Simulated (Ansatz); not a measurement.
A made-up structure of SiH₂O, closed shell:

O1  (-0.283, 0.413, 1.470)
Si2  (-0.007, 0.010, 0.035)
H3  (-0.266, 0.950, 2.278)
H4  (-0.150, 0.923, -1.128)
(Å)

It is relaxed with PBE-D4/def2-SVP and then PBE0-D4/def2-TZVP (Ansatz 0.2.0). Atoms count as bonded within 1.22 times the sum of their covalent radii (H–H: 0.88 Å). The end point is not checked to be a true minimum.

Problem. Does its bonding change? (Judge from chemistry; the calculation decides.)

Solution. The calculation gives: No: no bond forms or breaks.

Where it ends: The first stage lowers the energy by 1.22 eV in 10 steps. It ends as SiH₂O ([OH][SiH]):
```tsv
atom	x (Å)	y (Å)	z (Å)
O1	-0.1234	0.2446	1.5708
Si2	0.0029	-0.2434	-0.0030
H3	-0.3162	1.1669	1.7550
H4	-0.2687	1.1275	-0.6689
```

Labels in which every atom is bracketed show which atoms are joined, not bond orders.

For scale, one of the runs: PBE0-D4/def2-TZVP relaxation, 80 basis functions, launched by `ansatz run in.yaml --threads 2 --pin off --events-out ev --progress --plain --max-ram 4352MiB`. Hardware: 2 CPU threads of an Arm Neoverse V1, shared host. Wall time about 5.5 s.
